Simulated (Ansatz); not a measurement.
**Ansatz timings: SiNH4F (SMILES N[SiH2]F)**

SiNH4F: 7 atoms, total charge 0, spin state singlet. SMILES: `N[SiH2]F`. The coordinates come from a PBE0-D4/def2-TZVP relaxation. This is one conformer, not always the lowest.

| atom | x (Å) | y (Å) | z (Å) |
| --- | --- | --- | --- |
| N | -0.7615 | 0.3390 | -0.6252 |
| Si | 0.5311 | -0.1157 | 0.3734 |
| F | 0.5151 | -1.6539 | 0.8298 |
| H | -0.7866 | 0.1051 | -1.6036 |
| H | -1.6822 | 0.5135 | -0.2584 |
| H | 0.4559 | 0.6762 | 1.6207 |
| H | 1.7894 | 0.0680 | -0.3823 |

Program: Ansatz 0.2.0. Hardware: 1 thread of Intel Xeon Platinum 8488C (Sapphire Rapids), shared host, so times are rough. Ansatz fits the integrals of SCF and DFT runs by default. Its times include its search for lower SCF states.

Estimate their order by wall time, quickest first.
A. gradient at HF/def2-SVP
B. gradient at HF/STO-3G
C. an optimisation at RPBEx+VWNRPAc/Sapporo-DZP
D. gradient at B3LYP/6-31G* (Cartesian functions)

B (0.34 s), A (1.4 s), D (3.9 s), C (11 s).
